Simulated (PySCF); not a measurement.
**The first ionisation energy along the noble gases**

Calculated with PySCF 2.14 from differences of total energies of unrestricted determinants, without spin-orbit coupling. Values in eV. The last column holds reference values (NIST; (s) semi-empirical, (t) theoretical, else measured). Unmarked ones compare directly (S terms, centres of terms, or small fine structure); those marked * lie between the lowest fine-structure levels and include a spin-orbit shift.

```json
{"element": "He (dyall-av3z, spin-free X2C)", "configurations": "1s2 → 1s1", "UHF": "23.447", "PBE": "24.467", "r2SCAN": "24.621", "SCS-MP2 (valence)": "24.563", "CCSD (valence)": "24.534", "CCSD(T) (valence)": "24.534", "reference": "24.587"}
{"element": "Ne (dyall-av3z, spin-free X2C)", "configurations": "[Ne] → [He] 2s2 2p5", "UHF": "19.642", "PBE": "21.644", "r2SCAN": "21.472", "SCS-MP2 (valence)": "21.478", "CCSD (valence)": "21.351", "CCSD(T) (valence)": "21.421", "reference": "21.597"}
{"element": "Ar (dyall-av3z, spin-free X2C)", "configurations": "[Ar] → [Ne] 3s2 3p5", "UHF": "14.537", "PBE": "15.690", "r2SCAN": "15.743", "SCS-MP2 (valence)": "15.613", "CCSD (valence)": "15.533", "CCSD(T) (valence)": "15.588", "reference": "15.819"}
```

Problem. Which of these methods has the smallest mean absolute error against the measured values here?

Solution. r2SCAN, with 0.078 eV.

```tsv
method	elements	mean error (eV)	mean absolute error (eV)	largest error (eV)
UHF	3	-1.459	1.459	-1.955
PBE	3	-0.067	0.099	-0.129
r2SCAN	3	-0.056	0.078	-0.125
SCS-MP2 (valence)	3	-0.116	0.116	-0.205
CCSD (valence)	3	-0.195	0.195	-0.286
CCSD(T) (valence)	3	-0.153	0.153	-0.230
```

Errors include the incompleteness of the basis and the frozen core.

"Valence" correlates the outer s and p shells and, in groups 3 to 12 and the f block, the outer d or f shell, open or full, or the next shell where the ion has no valence electron left; the wider scheme adds the next inner shell.
